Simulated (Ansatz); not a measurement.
# Al2H4: the cost of one run

Program: Ansatz 0.2.0 through its Python package. Level of theory: B3LYP+D3(BJ)/def2-SVP. These are calculated values, not measurements.

## 1. The system

Bond lengths: Al1–Al2 2.496 Å, Al1–H3 1.655 Å, Al1–H4 1.573 Å, Al2–H5 1.609 Å, Al2–H6 1.610 Å. Angles: Al1–Al2–H5 118.6°, Al1–Al2–H6 121.5°, H5–Al2–H6 119.9°, Al2–Al1–H3 117.9°, Al2–Al1–H4 119.1°, H3–Al1–H4 122.8°.

The script holds or builds the structure itself.

## 2. The script

al2h4.py reads:

```python
"""One bond of Al2H4 held at set lengths while the rest relaxes."""

import ansatz as az
import numpy as np


def main() -> None:
    geometry_ang = [
        ("Al", (-0.6159, -1.1018, -0.1009)),
        ("Al", (0.6454, 1.0417, 0.1049)),
        ("H", (-2.1131, -1.1907, 0.5996)),
        ("H", (-0.017, -2.2593, -0.9826)),
        ("H", (2.0671, 1.1727, -0.638)),
        ("H", (0.0756, 2.2735, 0.9707)),
    ]
    molecule = az.Crystal.molecule()
    for symbol, xyz in geometry_ang:
        molecule = molecule.atom(symbol, xyz)

    job = molecule.calculation().basis(gaussian="def2-SVP").functional("B3LYP", dispersion="d3bj")
    symbols = [site.symbol for site in molecule.cartesian_sites]
    pairs = [(0, 1), (0, 2), (0, 3), (1, 4), (1, 5)]
    print("held (A)   E (eV)        ", "  ".join(f"{symbols[i]}{i}-{symbols[j]}{j}" for i, j in pairs))
    for length in [1.52, 1.66, 1.79, 1.99, 2.23]:
        summary = job.relax(constraints=[az.DistanceConstraint((0, 2), at=length)], force_tolerance=0.02, max_steps=60).run(threads=1, backend="cpu").report
        xyz = np.array(summary["positions_ang"])
        print(f"{length:6.2f} {summary['free_energy_ev']:14.5f}  ", "  ".join(f"{np.linalg.norm(xyz[i] - xyz[j]):.3f}" for i, j in pairs))


if __name__ == "__main__":
    main()
```

## 3. The calls as engine input

The engine receives this input (first run):

```yaml
crystal:
  periodic: [false, false, false]
  atoms:
    - { symbol: Al, position_ang: [-0.6159, -1.1018, -0.1009] }
    - { symbol: Al, position_ang: [0.6454, 1.0417, 0.1049] }
    - { symbol: H, position_ang: [-2.1131, -1.1907, 0.5996] }
    - { symbol: H, position_ang: [-0.017, -2.2593, -0.9826] }
    - { symbol: H, position_ang: [2.0671, 1.1727, -0.638] }
    - { symbol: H, position_ang: [0.0756, 2.2735, 0.9707] }
basis:
  gaussian:
    orbitals: def2-SVP
hamiltonian:
  xc: b3lyp
  dispersion: d3bj
relax:
  f_tol: 0.02
  max_steps: 60
  constraints:
    - { distance: [0, 2], at: 1.52 }
```

## 4. Running it

On the command line:

```sh
$ python al2h4.py
```

**Question.** How long does this script take on 1 thread of Arm Neoverse V1, shared host, and how much memory does it need?

About 71 s, with a peak of 0.16 GiB.
